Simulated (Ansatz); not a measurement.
Geometry optimisation, Ansatz 0.2.0, RKS PBE0/def2-SVP.

Input:

```yaml
crystal:
  periodic: [false, false, false]
  atoms:
    - { symbol: Al, position_ang: [0.299133, 0.0, 0.025196] }
    - { symbol: Cl, position_ang: [1.084106, 0.0, 2.053508] }
    - { symbol: H, position_ang: [1.763672, 0.0, -0.479095] }
    - { symbol: H, position_ang: [-1.199911, 0.0, -0.47541] }
basis:
  gaussian: { orbitals: def2-SVP }
hamiltonian:
  xc: pbe0
relax:
  f_tol: 0.03
  max_steps: 50
output:
  orbitals: {}
```

Command:

```bash
$ ansatz run input.yaml --threads 1 --pin off --max-ram 2048MiB --backend cpu --events-out ev --progress --plain --runs-dir out
```

Q: Where does it end, and by what steps?

A: It converged. After 4 steps the energy has fallen by 0.502 eV; H3 moved furthest, 0.36 Å.

| step | energy less start (eV) | largest force component (eV/Å) | accepted |
| --- | --- | --- | --- |
| 0 | 0.0000 | 1.402 | yes |
| 1 | -0.3794 | 0.682 | yes |
| 2 | -0.4887 | 0.708 | yes |
| 3 | -0.5014 | 0.080 | yes |
| 4 | -0.5018 | 0.009 | yes |

```xyz
4
Properties=species:S:1:pos:R:3
Al 0.460 0.000 0.121
Cl 0.819 0.000 2.197
H 1.714 0.000 -0.837
H -1.046 0.000 -0.356
```

Whether the end is a true minimum wasn't checked by a vibrational analysis.

Time of the run: 6.3 s on 1 thread of Arm Neoverse V1, on a shared host, peak memory 0.098 GiB.
